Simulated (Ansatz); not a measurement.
C₃H₇FO₂ (`COC(C)(O)F`), relaxed with RKS PBE-D4/def2-SVP in the Gaussian-basis code of Ansatz from a rough embedded geometry. The force threshold is 0.03 eV/Å; the program also tests the step.

The species carries charge 0 and has multiplicity 1.

Start:

```xyz
13

C     0.581   -0.235   -1.642
O    -0.071    0.821   -0.883
C    -0.095    0.593    0.506
C    -0.978   -0.696    0.938
O     1.175    0.513    1.084
F    -0.702    1.678    1.079
H     0.649    0.132   -2.649
H     0.046   -1.149   -1.565
H     1.590   -0.298   -1.251
H    -1.099   -0.673    1.978
H    -1.939   -0.601    0.417
H    -0.470   -1.578    0.612
H     1.313    1.491    1.377
```

| step | energy (eV) | largest force (eV/Å) | largest move (Å) |
| --- | --- | --- | --- |
| 1 | -10017.1867 | 3.419 | 0.000 |
| 2 | -10017.5606 | 1.569 | 0.121 |
| 3 | -10017.6648 | 0.336 | 0.112 |
| 4 | -10017.6698 | 0.716 | 0.200 |
| 5 (rejected) | -10017.6624 | 1.010 | 0.200 |
| 6 | -10017.7068 | 0.092 | 0.100 |
| 7 | -10017.7102 | 0.042 | 0.035 |
| 8 | -10017.7110 | 0.021 | 0.021 |

End:

```xyz
13

C     0.605   -0.159   -1.569
O    -0.080    0.824   -0.812
C    -0.180    0.579    0.567
C    -0.961   -0.669    0.942
O     1.063    0.535    1.178
F    -0.875    1.690    1.020
H     0.776    0.274   -2.573
H     0.012   -1.095   -1.688
H     1.588   -0.419   -1.115
H    -1.092   -0.698    2.039
H    -1.952   -0.641    0.454
H    -0.423   -1.585    0.634
H     1.518    1.364    0.923
```

Hardware: 2 threads of an AMD EPYC 7R13 on a shared host. Wall time 16 s, peak host memory 0.17 GiB.
